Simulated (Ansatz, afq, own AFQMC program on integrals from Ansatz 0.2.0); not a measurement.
AFQMC, coupled cluster and functionals along a coordinate of SiH3O, doublet

```yaml
atoms:
  - { symbol: Si, position_ang: [0.0041, 0.0000, 0.5327] }
  - { symbol: O, position_ang: [-0.0220, 0.0000, -1.1244] }
  - { symbol: H, position_ang: [1.4763, -0.0001, 0.7831] }
  - { symbol: H, position_ang: [-0.6202, 1.2180, 1.1100] }
  - { symbol: H, position_ang: [-0.6204, -1.2179, 1.1100] }
```

All coordinates are scaled about the centre. Energies in eV count from this geometry (1.000) at the same level; the start stands on UHF, each point on the determinant named.

Basis cc-pVDZ. Only valence electrons are correlated. Integrals, coupled cluster, full CI and functionals: Ansatz 0.2.0; the random walks run on the same integrals in our own AFQMC program. ph-AFQMC/CISD is guided by a CISD state made of CCSD amplitudes; releasing the constraint for a short imaginary time cuts its bias at the price of noise, slowly where states lie close. Error bars are statistical, one sigma.

Cautions, each for one point or more: an unrestricted solution with more broken spin lies lower; higher spins were not checked; raised T1 diagnostic; strong correlation; the search met a lower determinant of the same kind, perhaps of another symmetry; unrestricted determinant slightly spin contaminated; unrestricted determinant spin contaminated; walk and cluster series may follow different spin states.

```csv
scale of all distances,det.,T1,weight,⟨S²⟩,CCSD(T),ph-AFQMC/CISD,released AFQMC,B2PLYP,PBE0
0.863,UHF,0.025,0.89,0.76,3.396,3.417 ± 0.019,3.409 ± 0.025,3.275,3.321
1.119,UHF,0.018,0.88,0.76,0.812,0.810 ± 0.019,0.805 ± 0.030,0.860,0.820
1.313,UHF,0.045,0.80,0.98,4.507,4.525 ± 0.028,4.502 ± 0.049*,4.662,4.564
1.471,UHF†¶,0.051,0.73,0.83,7.588,7.615 ± 0.035,7.474 ± 0.060*,–,–
1.744,UHF¶,0.098,0.55,3.19,11.026,10.943 ± 0.041,–,11.616§,11.520§
2.022,UHF†¶,0.036,0.80,3.53,12.244,12.132 ± 0.027,–,12.742§,12.850§
```

Weight is that of the determinant in the CISD state; at the start T1 is 0.020 and the weight 0.89, and ⟨S²⟩ is 0.76. ¶ marks points with a poor determinant and no full CI, where no value is sure; they don't count among the departures. An asterisk marks released energies that aren't shown to be converged. A dagger marks points whose determinant fills other symmetries than the start's, so the wave-function levels may follow another state there, or a degenerate partner. Symmetry can't show for every point that it stays on the start's state. A dash marks a missing value, a released energy that hasn't settled or a functional that sits on another state. § marks a functional whose ⟨S²⟩ is too high by over 0.1. Largest departures from phaseless AFQMC with a CISD trial: CCSD(T) -0.020 eV at 0.863 (on UHF) (within the noise), released AFQMC -0.008 eV at 0.863 (on UHF) (within the noise), B2PLYP -0.141 eV at 0.863, PBE0 -0.096 eV at 0.863. The walk's constraint bias lies outside its error bars, so these are departures and not errors. Functionals count only at points shown to share the start's state and spin. In this small basis the wave-function levels are far from their limit, so their gap to the functionals isn't the functionals' error.

Some points may be missing: those where a free walk finds a much lower state, and past Zn most of those on another determinant than at the start.

A walk keeps the symmetry of its determinant, which the program's search chose and which needn't be the lowest solution, so a lower state of the same spin and another symmetry isn't excluded.
